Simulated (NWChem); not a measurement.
Correlation energy of CH (+1)

```xyz
2

C      0.0000     0.0000     0.1639
H      0.0000     0.0000    -0.9833
```
Charge +1, spin multiplicity 1.

The numbers come from NWChem runs, not from measurements. The geometry was optimised at PBE0/def2-SVP, a minimum by its harmonic frequencies.

Basis set: def2-TZVP. Each correlation energy counts from its own Hartree-Fock reference.

The correlated methods keep 1 core orbital frozen. The structure started from a generated list of species. Coupled-cluster values serve here as a point of comparison, not as the truth.

### Question
One of these methods gave a correlation energy of -113.8 mHa. Which?
A) CCSD
B) MP2
C) SCS-MP2
D) CR-CCSD(T)

### Answer
D, CR-CCSD(T). The others give -111.9 (CCSD), -93.3 (SCS-MP2), -82.0 (MP2).
